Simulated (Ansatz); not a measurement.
Start from `BS[SiH3]` and change one atom or group to get `CS[SiH3]`.

Ansatz, PBE0-D4/def2-TZVP geometries, multiplicity 1. 

```json
{"property": "HOMO energy (PBE/def2-TZVPP) / eV", "`BS[SiH3]`": "-7.16"}
{"property": "size of the dipole moment (ωB97M-V/def2-TZVPP) / D", "`BS[SiH3]`": "0.96"}
{"property": "HOMO energy (ωB97M-V/def2-TZVPP) / eV", "`BS[SiH3]`": "-10.41"}
{"property": "size of the dipole moment (PBE/def2-TZVPP) / D", "`BS[SiH3]`": "0.97"}
{"property": "zero-point energy (PBE0-D4/def2-TZVP) / kJ/mol", "`BS[SiH3]`": "125.5"}
{"property": "HOMO–LUMO gap (B3LYP/def2-TZVPP) / eV", "`BS[SiH3]`": "6.26"}
```

**Question.** Give the same properties after the change, and the shifts. (An estimate is asked.)

**Answer.** Ansatz gave: 
```
                                          property  `CS[SiH3]`  shift
                 HOMO energy (PBE/def2-TZVPP) / eV       -5.75   1.41
size of the dipole moment (ωB97M-V/def2-TZVPP) / D        1.38   0.42
             HOMO energy (ωB97M-V/def2-TZVPP) / eV       -9.14   1.27
    size of the dipole moment (PBE/def2-TZVPP) / D        1.38   0.41
    zero-point energy (PBE0-D4/def2-TZVP) / kJ/mol       167.6   42.1
             HOMO–LUMO gap (B3LYP/def2-TZVPP) / eV        6.66   0.40
```

With PBE0 the HOMO rises by 1.32 eV and the LUMO rises by 1.74 eV, so the gap widens by about 0.42 eV. PBE moves the HOMO by 1.41 eV and ωB97M-V by 1.27 eV. The zero-point energy changes by 42.1 kJ/mol with +3 modes. Dipoles are sizes alone; their direction can turn.

B3LYP here is the variant with VWN-RPA as its local correlation; programs differ in this.
